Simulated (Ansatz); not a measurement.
in.yaml

```yaml
crystal:
  periodic: [false, false, false]
  atoms:
    - {symbol: C, position_ang: [0.000000, 0.000000, 1.794300]}
    - {symbol: Al, position_ang: [0.000000, 0.000000, -0.098300]}
    - {symbol: O, position_ang: [0.000000, 0.000000, -1.696000]}
basis:
  gaussian: {orbitals: cc-pVTZ}
magnetization: {spin_polarized: true, initial_magnetization: 3}
correlation: {method: ccsd_t, electrons: outside_noble_gas}
output: {forces: true}
```

```sh
$ ansatz run in.yaml --threads 2 --pin off --events-out ev --progress --plain --max-ram 24576MiB --backend cuda --devices 0, --max-vram 18GiB
```

(1) Roughly how long does this take on 2 threads of AMD EPYC 7R13 with a shared H100 80 GB, shared host, and how much host memory?

```
582 factors; integrals over basis functions are off by at most 1.2e-3 eV
mean field evaluation 1: about -9640.7116 eV, gradient 3.6e1 eV
mean field evaluation 2: about -9640.7216 eV, gradient 3.6e1 eV
mean field evaluation 4: about -9647.0368 eV, gradient 4.8e0 eV
mean field evaluation 8: about -9647.5208 eV, gradient 4.0e-1 eV
mean field evaluation 16: about -9647.5340 eV, gradient 1.3e-5 eV
mean field evaluation 32: about -9642.6955 eV, gradient 2.4e1 eV
mean field evaluation 64: about -9645.5893 eV, gradient 5.0e0 eV
mean field evaluation 96: about -9647.5323 eV, gradient 2.2e-1 eV
mean field evaluation 128: about -9644.9981 eV, gradient 2.0e0 eV
mean field evaluation 160: about -9646.2992 eV, gradient 1.6e-2 eV
...
cycle   4  -10.76390729 eV  change   -3.5e-3 eV  update   7.6e-4
cycle   5  -10.76484631 eV  change   -9.4e-4 eV  update   3.6e-4
cycle   6  -10.76435515 eV  change    4.9e-4 eV  update   1.6e-4
cycle   7  -10.76428097 eV  change    7.4e-5 eV  update   1.1e-4
cycle   8  -10.76426474 eV  change    1.6e-5 eV  update   3.0e-5
cycle   9  -10.76424915 eV  change    1.6e-5 eV  update   1.7e-5
cycle  10  -10.76424126 eV  change    7.9e-6 eV  update   5.9e-6
cycle  11  -10.76424324 eV  change   -2.0e-6 eV  update   3.2e-6
cycle  12  -10.76424230 eV  change    9.5e-7 eV  update   1.9e-6
cycle  13  -10.76424243 eV  change   -1.3e-7 eV  update   7.0e-7
perturbative correction -0.56529785 eV, -0.0207743128 hartree
the calculation of the forces begins
Total energy: -9658.86352236 eV, -354.9566874338 hartree
Atom 0 at     0.000000     0.000000     1.794300 Å, force    -0.000000     0.000000     0.248556 eV/Å
Atom 1 at     0.000000     0.000000    -0.098300 Å, force     0.000000    -0.000000     0.616391 eV/Å
Atom 2 at     0.000000     0.000000    -1.696000 Å, force     0.000000    -0.000000    -0.864947 eV/Å
Dipole moment:    -0.000000     0.000000     0.768636 e Å
```

Forces (eV/Å):
```
C    0.000  0.000  0.249
Al   0.000  0.000  0.616
O    0.000  0.000 -0.865
```

Answers

(1) 13 s wall and 0.93 GiB.
